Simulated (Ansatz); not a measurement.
C$_{4}$H$_{3}$FS (`Fc1cccs1`). The species carries charge 0 and has multiplicity 1. The structure was optimised at the PBE0-D4/def2-TZVP level.

```xyz
9

F    -0.980    2.378    0.495
C    -0.548    1.172    0.159
C     0.376    0.429    0.814
C     0.582   -0.813    0.155
C    -0.183   -0.962   -0.960
S    -1.177    0.406   -1.240
H     0.877    0.755    1.715
H     1.276   -1.566    0.501
H    -0.223   -1.799   -1.639
```

What is the dipole moment at PBE/def2-TZVPP? (Best estimate.)

The calculation gave: 1.30 D, with components (0.62, -1.14, -0.04) D in this frame, pointing from negative to positive charge.

And with r2SCAN, B3LYP, ωB97M-V? (Best estimate.)

Computed: r2SCAN 1.40 D, B3LYP 1.47 D, ωB97M-V 1.47 D.

Give the Mulliken charges with PBE, r2SCAN, ωB97M-V in def2-TZVPP. (Best estimate.)

Ansatz gave: 
| atom | PBE | r2SCAN | ωB97M-V |
| --- | --- | --- | --- |
| F1 | -0.14 | -0.18 | -0.18 |
| C2 | 0.16 | 0.19 | 0.13 |
| C3 | -0.14 | -0.14 | -0.13 |
| C4 | -0.15 | -0.16 | -0.15 |
| C5 | -0.09 | -0.09 | -0.14 |
| S6 | 0.03 | 0.06 | 0.10 |
| H7 | 0.11 | 0.11 | 0.12 |
| H8 | 0.11 | 0.10 | 0.12 |
| H9 | 0.11 | 0.11 | 0.12 |

B3LYP here is the variant with VWN-RPA as its local correlation; programs differ in this.
